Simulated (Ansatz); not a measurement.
Reaction (SMILES): [SiH3] (SiH3) → SiH3+ (singlet, bonded as [SiH3]) + e-
B3LYP-D3(BJ)/def2-TZVP geometries, fixed; electronic energies without zero-point terms.

Basis-set convergence of the adiabatic ionisation energy at HF with Ansatz (a first-principles code). Cartesian d functions, on some or all atoms, in 6-31G*, 6-31+G*, 6-311G**, 6-311+G**; all else is spherical. Open shells are unrestricted. No added dispersion term, no relativity. Functions are those of the species that has most. Reference: the value in aug-pcseg-3, 7.573 eV, itself unsure by roughly 0.005 eV (its mean distance from aug-cc-pV(Q+d)Z, def2-QZVPPD, pcseg-3). Deviations are taken from unrounded values.

```tsv
basis	functions	adiabatic ionisation energy (eV)
6-31G*	25	7.548
6-31+G*	29	7.565
def2-SVP	33	7.604
def2-SVPD	48	7.573
pcseg-1	33	7.557
aug-pcseg-1	54	7.573
cc-pV(D+d)Z	38	7.574
aug-cc-pV(D+d)Z	59	7.564
6-311G**	45	7.544
6-311+G**	49	7.549
def2-TZVP	55	7.577
def2-TZVPD	70	7.574
pcseg-2	76	7.542
aug-pcseg-2	119	7.566
cc-pV(T+d)Z	81	7.579
aug-cc-pV(T+d)Z	124	7.574
def2-TZVPP	84	7.577
def2-TZVPPD	99	7.574
cc-pV(Q+d)Z	154	7.578
aug-cc-pV(Q+d)Z	227	7.578
def2-QZVPP	160	7.577
def2-QZVPPD	175	7.578
pcseg-3	163	7.568
aug-pcseg-3	236	7.573
```

What the diffuse functions change, pair by pair:
- 6-31G* to 6-31+G*: 4 more functions, deviation -0.025 to -0.007 eV
- def2-SVP to def2-SVPD: 15 more functions, deviation 0.031 to 0.001 eV
- pcseg-1 to aug-pcseg-1: 21 more functions, deviation -0.016 to 0.000 eV
- cc-pV(D+d)Z to aug-cc-pV(D+d)Z: 21 more functions, deviation 0.001 to -0.009 eV
- 6-311G** to 6-311+G**: 4 more functions, deviation -0.029 to -0.024 eV
- def2-TZVP to def2-TZVPD: 15 more functions, deviation 0.004 to 0.001 eV
- pcseg-2 to aug-pcseg-2: 43 more functions, deviation -0.031 to -0.007 eV
- cc-pV(T+d)Z to aug-cc-pV(T+d)Z: 43 more functions, deviation 0.007 to 0.001 eV
- def2-TZVPP to def2-TZVPPD: 15 more functions, deviation 0.005 to 0.001 eV
- cc-pV(Q+d)Z to aug-cc-pV(Q+d)Z: 73 more functions, deviation 0.006 to 0.006 eV
- def2-QZVPP to def2-QZVPPD: 15 more functions, deviation 0.005 to 0.005 eV
- pcseg-3 to aug-pcseg-3: 73 more functions, deviation -0.004 to 0.000 eV

Leaving out the reference's own pair, they bring the value nearer the reference by more than 0.005 eV in 5 of 11 pairs.
